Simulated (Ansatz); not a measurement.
Compare A (`C=C=CC`) with its isomer B (`CC#CC`).

Isolated molecules relaxed with PBE0-D4/def2-TZVP in Ansatz; ΔE leaves out vibrations. CCSD(T)/CBS adds triple-zeta CCSD(T) − MP2 to the extrapolated MP2 energy (def2 sets, frozen cores). Functionals use def2-TZVPP. B3LYP here is the variant with VWN-RPA as its local correlation; programs differ in this.

Question: Which isomer does CCSD(T)/CBS put lower? Give the gap. (An estimate is asked.)

Answer: Computed: B, by 16.7 kJ/mol.

Question: Give E(B) − E(A) in kJ/mol with BLYP-D4, LDA (SPW92), B3LYP, ωB97M-V, CCSD(T)/def2-TZVPP, CCSD(T)/def2-SVP, HF/def2-TZVPP. (Estimate.)

Answer: Computed: BLYP-D4 -1.8, LDA (SPW92) -4.2, B3LYP -8.7, ωB97M-V -12.2, CCSD(T)/def2-TZVPP -15.7, CCSD(T)/def2-SVP -16.9, HF/def2-TZVPP -22.0. None reverses the order clearly.

Question: Does the order hold for the free energy at 298.15 K (harmonic terms from PBE0-D4)? (Best estimate.)

Answer: Computed: Yes: G(B) − G(A) = -16.1 kJ/mol. Modes under 60 cm⁻¹, often nearly free rotors, make the harmonic entropy too high.

Largest T1 diagnostic: 0.011.

From PBE to PBE0 (25 % exact exchange), in def2-TZVPP and without D4, E(B) − E(A) moves by −5.6 kJ/mol. Leaving LDA and LC-ωPBE aside and taking each functional with its dispersion term where it has one, the values, not all of them listed here, spread over 19.5 kJ/mol, from PBE-QIDH to BLYP-D4.
